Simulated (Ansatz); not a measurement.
Input file:

```yaml
crystal:
  periodic: [false, false, false]
  atoms:
    - {symbol: Al, position_ang: [0.000000, 0.000000, 0.000000]}
    - {symbol: H, position_ang: [0.000000, 0.000000, 1.706067]}
basis:
  gaussian: {orbitals: aug-cc-pVTZ}
magnetization: {spin_polarized: true, initial_magnetization: 0}
hamiltonian: {xc: {name: PBE}}
output: {orbitals: {seedname: orbitals}}
```

```sh
$ ansatz run in.yaml --threads 1 --pin off --events-out ev --progress --plain --max-ram 4096MiB --backend cpu
```

Log:

```
416 factors; their error is unknown
mean field evaluation 1: about -6607.1040 eV, gradient 9.6e0 eV
mean field evaluation 2: about -6607.1990 eV, gradient 8.0e0 eV
mean field evaluation 4: about -6607.9975 eV, gradient 2.1e-1 eV
mean field evaluation 8: about -6607.9914 eV, gradient 8.9e-4 eV
mean field evaluation 16: about -6607.9914 eV, gradient 1.3e-5 eV
mean field -6607.99141487 eV, -242.8392054391 hartree, gradient 1.3e-5 eV, S^2 0.000000; 1 other end points of the search recorded, 0 dependent functions left out
reference -6607.99145708 eV, -242.8392069901 hartree; 7, 7 occupied and 66, 66 virtual orbitals, 416 factors
Total energy: -6607.99145708 eV, -242.8392069901 hartree
```

Ran on 1 thread of AMD EPYC 7R13, shared host: 0.95 s wall, 0.18 GiB peak host memory.
